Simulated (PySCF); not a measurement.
Breaking a bond: CN, doublet.

Method: CCSD(T) on UHF/cc-pVTZ, 2 core orbitals frozen (PySCF).

Question: Relative to R = 1.16 Å, what are the energies at R = 0.99, 1.04, 1.08, 1.12 Å?

Answer: 265.2 kJ/mol at 0.99 Å, 124.7 kJ/mol at 1.04 Å, 55.5 kJ/mol at 1.08 Å, 16.1 kJ/mol at 1.12 Å.

The scan ran from 0.86 to 4.65 Å; beyond the distances shown one of the unrestricted levels run for this scan, shown here or not, changes its spin distribution in one step. The unrestricted determinant behind UCCSD(T) is spin-contaminated at 1.08 to 1.22 Å (<S²> up to 1.4, against 0.75 for a pure doublet).
